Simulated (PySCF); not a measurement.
**Orbital picture of NaAl**

PBE0 at R = 3.152 Å; Na def2-TZVP, Al def2-TZVP; no relativity (PySCF 2.14). State: ¹Σ⁺ (singlet), closed shell. Only the outer orbitals are listed, counted within each symmetry.

| orbital | occ. | ε (eV) | on Na (%) | main shells (%) |
| --- | --- | --- | --- | --- |
| 2π | 2 | -31.42 | 100 | 100 Na p |
| 2π | 2 | -31.42 | 100 | 100 Na p |
| 6σ | 2 | -31.38 | 100 | 100 Na p |
| 7σ | 2 | -8.33 | 5 | 95 Al s |
| 8σ | 2 | -3.55 | 40 | 57 Al p, 39 Na s |
| 3π | 0 | -1.73 | 13 | 87 Al p, 12 Na p |
| 3π | 0 | -1.73 | 13 | 87 Al p, 12 Na p |
| 9σ | 0 | -1.15 | 75 | 52 Na s, 25 Al p, 22 Na p |

Q: Which are the highest filled and the lowest empty level, where do they sit, and how wide is the gap?

A: Highest filled 8σ at -3.55 eV (in %: 57 Al p, 39 Na s); lowest empty 3π at -1.73 eV (in %: 87 Al p, 12 Na p); the gap at PBE0 is 1.82 eV.

| Quantity | Value |
| --- | --- |
| bond order (Mayer) | 1.02 |
| ⟨S²⟩ | 0.000 |
| charge on Na (Mulliken, basis-dependent) | 0.10 |
| charge on Na (Löwdin, basis-dependent) | -0.08 |
| dipole moment (positive dipole means Na(−)Al(+)) | -2.58 D |
| polarisability along the bond | 301.1 bohr³ |
| polarisability across the bond | 125.9 bohr³ |

Closed-shell solutions of metal pairs were not tested for spin polarisation, which can lower them a little.
